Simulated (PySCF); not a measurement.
Gas-phase thermal properties of BF3

Method: PySCF energies (xtb for GFN2) plus ideal-gas RRHO corrections (1 bar). Table values come from the NASA 1993 polynomials. 6-31G* has spherical d functions here. All species are closed-shell singlets. B3LYP is the form with VWN-RPA correlation. The harmonic model lacks anharmonicity and excited electronic states, which grow with temperature; levels with a mode under 35 cm⁻¹ are left out.

```tsv
level	point group	σ	ZPE (kJ/mol)	S°298 (J/mol/K)	Cp298 (J/mol/K)	S°1000 (J/mol/K)	H1000 − H298 (kJ/mol)
table	-	-	-	254.4	50.5	332.2	46.9
B3LYP/6-31G*	D3h	6	33.1	254.6	50.4	332.3	46.8
GFN2-xTB	D3h	6	29.9	257.6	53.7	337.8	48.1
HF/6-31G*	D3h	6	35.1	253.2	49.0	329.4	46.0
PBE/def2-SVP	D3h	6	32.2	255.2	51.1	333.6	47.2
PBE0/def2-TZVP	D3h	6	33.0	254.6	50.5	332.3	46.9
```
σ: rotational symmetry number. Electronic degeneracy used: 1. Frequencies are unscaled.
